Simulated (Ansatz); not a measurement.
A made-up structure of CH6Si2, closed shell:

```
atom    x (Å)    y (Å)    z (Å)
  C1   0.4791  -0.2683  -0.4286
 Si2  -0.5930   1.2007  -0.8596
 Si3   0.4152  -1.2913   1.4550
  H4   0.1547   2.4071  -0.8152
  H5  -1.6789   1.3033   0.0495
  H6  -1.1197   1.0575  -2.1705
  H7   1.3572  -0.3487  -1.0169
  H8   1.2529  -2.4946   1.6661
  H9  -0.8196  -1.2645   2.2747
```

It is relaxed with PBE-D4/def2-SVP and then PBE0-D4/def2-TZVP (Ansatz 0.2.0). Atoms count as bonded within 1.22 times the sum of their covalent radii (H–H: 0.88 Å). The end point is not checked to be a true minimum.

(1) Does its bonding change? (A judgement: the text doesn't fix the answer.)

Results:

(1) Computed: No: no bond forms or breaks.

Where it ends: The first stage lowers the energy by 1.82 eV in 7 steps. It ends as CH₆Si₂ ([SiH2][CH][SiH3]):
```csv
atom,x (Å),y (Å),z (Å)
C1,0.5658,-0.2668,-0.2593
Si2,-0.5549,1.1073,-0.7450
Si3,0.3079,-1.2266,1.1214
H4,0.1556,2.4168,-0.7846
H5,-1.6650,1.2063,0.2425
H6,-1.1464,0.8913,-2.0957
H7,1.4336,-0.4792,-0.8793
H8,1.1958,-2.3376,1.5331
H9,-0.8445,-1.0102,2.0212
```

Labels in which every atom is bracketed show which atoms are joined, not bond orders.

For scale, one of the runs: PBE0-D4/def2-TZVP relaxation, 141 basis functions, launched by `ansatz run in.yaml --threads 2 --pin off --events-out ev --progress --plain --max-ram 4352MiB`. The run took about 26 s on 2 CPU threads of an Arm Neoverse V1 (shared host).
